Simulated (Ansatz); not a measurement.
The parent structure is Au in the fcc (Cu type) structure (space group Fm-3m, No. 225; a = 4.1573 Å).

Computed with Ansatz (an electronic-structure program) PBE, scalar-relativistic without spin-orbit coupling, earlier PAW set.

One thing is altered: every Au is replaced by Pt; the structure is relaxed again.

Measured lattice parameter a: Au 4.062 Å (static lattice; corrected from measurement; as listed in Daniel Mejia-Rodriguez, S. B. Trickey, Phys. Rev. B (2018)); Pt 3.913 Å (static lattice; corrected from measurement; as listed in Daniel Mejia-Rodriguez, S. B. Trickey, Phys. Rev. B (2018)).

Q: How well does PBE reproduce the measured shift?

A: With PBE the lattice parameter a moves by -0.187 Å (4.157 → 3.970) against -0.149 Å measured.

No phonon test of stability was made. The final runs are not spin-polarised.
